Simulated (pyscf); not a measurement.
Single points on ωB97X-D3(BJ)/def2-SVP structures (PySCF, gas phase).

**Question.** For the elementary gas-phase step `[O]=[W](=[O])=[O]` + `[CH4]` -> `[CH3][W](=[O])(=[O])[OH]` (singlet surface; C–H broken, C–W, H–O formed), what barrier and reaction energy does ωB97M-D3(BJ)/def2-TZVP give, measured from the separated reactants?

**Answer.** ΔE‡ = -18.0 kJ/mol, ΔE = -253.6 kJ/mol. Zero-point energy shifts the barrier by -4.5 kJ/mol. It is an addition across a multiple bond or ene-type step, with an imaginary mode of 1375i cm⁻¹. On the reactant side the descent ends in an adduct with a C–W contact, 106.7 kJ/mol under the separated species and 72.4 kJ/mol under the saddle at ωB97X-D3(BJ)/def2-TZVP. At ωB97M-D3(BJ) the saddle lies under the separated reactants, which points to a path from their complex (located at ωB97X-D3(BJ) alone). What is counted as formed (C–W) is already present as a longer contact in the reactant adduct; forming that adduct is a step of its own. At the saddle there is also a short H–W contact that neither side keeps. At ωB97X-D3(BJ)/def2-TZVP the barrier from the zero used here is -34.3 kJ/mol. One saddle was located; it need not be the lowest between these sides. Elements past Kr carry the def2 core potentials, without spin-orbit coupling.
